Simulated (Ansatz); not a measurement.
Geometry optimisation, Ansatz 0.2.0, RKS B3LYP-D4/6-31G*.

input.yaml

```yaml
crystal:
  periodic: [false, false, false]
  atoms:
    - { symbol: B, position_ang: [0.122379, 0.511962, -0.23757] }
    - { symbol: O, position_ang: [-0.222852, -0.375467, 2.19773] }
    - { symbol: H, position_ang: [-1.192549, -0.412532, 2.215132] }
    - { symbol: H, position_ang: [1.161854, -0.055479, -0.345121] }
    - { symbol: H, position_ang: [-0.919334, 0.063936, -0.609069] }
    - { symbol: "N", position_ang: [0.151761, 1.896653, 0.276504] }
    - { symbol: H, position_ang: [1.027518, 2.375208, 0.438775] }
    - { symbol: H, position_ang: [-0.652404, 2.508468, 0.255647] }
    - { symbol: H, position_ang: [-0.036673, 0.59065, 2.109972] }
basis:
  gaussian: { orbitals: "6-31G*" }
hamiltonian:
  xc: b3lyp
  dispersion: d4
relax:
  f_tol: 0.03
  max_steps: 50
output:
  orbitals: {}
```

Launched with:

```bash
$ ansatz run input.yaml --threads 1 --pin off --max-ram 2048MiB --backend cpu --events-out ev --progress --plain --runs-dir out
```

Problem. Where does it end, and by what steps?

Solution. The forces met the threshold. After 8 steps the energy has fallen by 0.121 eV; O2 moved furthest, 0.33 Å.

```
step  energy less start (eV)  largest force component (eV/Å)  accepted
   0                  0.0000                           2.064       yes
   1                  0.0014                           1.773        no
   2                 -0.0859                           0.704       yes
   3                 -0.1038                           0.306       yes
   4                 -0.1042                           0.891       yes
   5                 -0.0821                           0.780        no
   6                 -0.1206                           0.037       yes
   7                 -0.1206                           0.032       yes
   8                 -0.1210                           0.017       yes
```

```xyz
9
Properties=species:S:1:pos:R:3
B 0.150 0.581 -0.322
O -0.284 -0.303 2.512
H -1.167 -0.551 2.199
H 1.172 -0.013 -0.477
H -0.914 0.116 -0.609
N 0.189 1.880 0.201
H 1.053 2.360 0.417
H -0.627 2.472 0.288
H -0.133 0.560 2.094
```

Whether the end is a true minimum wasn't checked by a vibrational analysis.

Time of the run: 20 s on 1 thread of Intel(R) Xeon(R) Platinum 8259CL CPU @ 2.50GHz (Skylake/Cascade Lake), with other jobs on the host, peak memory 0.15 GiB.
